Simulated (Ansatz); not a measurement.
Pulling the pair apart

The pair of HF (SMILES F, atoms 1–2) and H2S (SMILES S, atoms 3–5), both closed shells, in one local arrangement (a lower one may exist), relaxed at PBE0-D4/def2-TZVP:

```xyz
5
angstrom
F 0.6285 0.1841 -2.0262
H 0.1564 0.0686 -1.2267
S -0.7854 -0.1739 0.7668
H 0.1814 -0.9917 1.2130
H -0.1809 0.9128 1.2731
```

H2S is shifted rigidly along the line between the mean atom positions of the two fragments (negative: closer). Counterpoise interaction energies in kcal/mol. Computed with Ansatz 0.2.0 (basis: def2-TZVPPD); correlated methods freeze the cores. B3LYP uses VWN-RPA correlation.

```json
{"shift (Å)": "-0.22", "PBE-D4": "-5.95", "B3LYP-D4": "-4.76", "MP2": "-3.40"}
{"shift (Å)": "-0.11", "PBE-D4": "-6.62", "B3LYP-D4": "-5.63", "MP2": "-4.41"}
{"shift (Å)": "0.00", "PBE-D4": "-6.75", "B3LYP-D4": "-5.93", "MP2": "-4.84"}
{"shift (Å)": "0.11", "PBE-D4": "-6.56", "B3LYP-D4": "-5.87", "MP2": "-4.91"}
{"shift (Å)": "0.27", "PBE-D4": "-5.99", "B3LYP-D4": "-5.45", "MP2": "-4.66"}
{"shift (Å)": "0.55", "PBE-D4": "-4.66", "B3LYP-D4": "-4.28", "MP2": "-3.77"}
{"shift (Å)": "1.11", "PBE-D4": "-2.59", "B3LYP-D4": "-2.35", "MP2": "-2.19"}
{"shift (Å)": "2.22", "PBE-D4": "-0.82", "B3LYP-D4": "-0.74", "MP2": "-0.77"}
```

Q: What does CCSD(T) give at these shifts? (To be estimated.)

A: Computed: -3.08, -4.16, -4.65, -4.76, -4.55, -3.70, -2.16, -0.76 kcal/mol. For zero shift, CCSD(T) at an estimated basis limit (MP2 extrapolated from triple and quadruple zeta, plus CCSD(T) − MP2 in triple zeta) gives -5.10 kcal/mol. These are counterpoise interaction energies, counted from the two frozen fragments.

T1 diagnostic: at most 0.011.

For scale, one of the runs: CCSD(T)/def2-TZVPPD, 142 basis functions, launched by `ansatz run in.yaml --threads 2 --pin off --events-out ev --progress --plain --max-ram 5222MiB`. Time: 4.3 s of wall clock on 2 CPU threads of an Intel Xeon 6975P-C; the host was shared. Peak host memory: 0.9 GiB.
